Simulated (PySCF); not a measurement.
Simulated outer-valence photoelectron spectrum of `Cl/C=C\C=N\[H]`. The calculation used EOM-IP-CCSD/aug-cc-pVDZ in PySCF, restricted Hartree–Fock reference, 9 core orbitals frozen, non-relativistic, gas phase, PBE0-D3(BJ)/def2-SVP geometry.

Each root has a Gaussian of 0.5 eV full width with its one-hole share as area; cross sections and vibrations are left out, and the highest printed point is 100.

```
ionisation energy (eV)  intensity
                   9.0          0
                   9.2          2
                   9.4         14
                   9.6         41
                   9.8         56
                  10.0         52
                  10.2         55
                  10.4         38
                  10.6         12
                  10.8          1
                  11.0          0
                  11.2          1
                  11.4          6
                  11.6         26
                  11.8         51
                  12.0         49
                  12.2         47
                  12.4         51
                  12.6         29
                  12.8          7
                  13.0          3
                  13.2         20
                  13.4         70
                  13.6        100
                  13.8         59
                  14.0         14
                  14.2          1
                  14.4          1
                  14.6          6
                  14.8         27
                  15.0         50
                  15.2         38
                  15.4         15
                  15.6         19
                  15.8         44
                  16.0         46
                  16.2         20
                  16.4          3
                  16.6          0
```

Question: Where are the maxima, and how many lines lie under the curve?

Answer: 7 maxima, at 9.8, 10.2, 11.9, 12.4, 13.6, 15.0 and 15.9 eV, from 8 lines. At this width some lines have no maximum of their own.

Question: List the lines with their holes.

Answer: 
| E (eV) | leading hole (HF orbital) | area | Koopmans (eV) |
| --- | --- | --- | --- |
| 9.75 | HOMO | 0.96 | 9.88 |
| 10.24 | HOMO-1 | 0.94 | 11.81 |
| 11.85 | HOMO-2 | 0.95 | 12.93 |
| 12.38 | HOMO-3 | 0.93 | 12.96 |
| 13.58 | HOMO-5 | 0.95 | 14.84 |
| 13.59 | HOMO-4 | 0.93 | 14.56 |
| 15.04 | HOMO-6 | 0.95 | 16.72 |
| 15.91 | HOMO-7 | 0.93 | 17.46 |

The widest gap, 1.61 eV, lies between 10.24 and 11.85 eV. Only orbitals with −ε under 21 eV, eight at most, were ionised, so the high end of the curve may lack lines.

Conformer computed: `[H]/[N:1]=[CH:2]/[CH:3]=[CH:4]\[Cl:5]`: N1–C2–C3–C4 180°.

One conformer stands for the species.
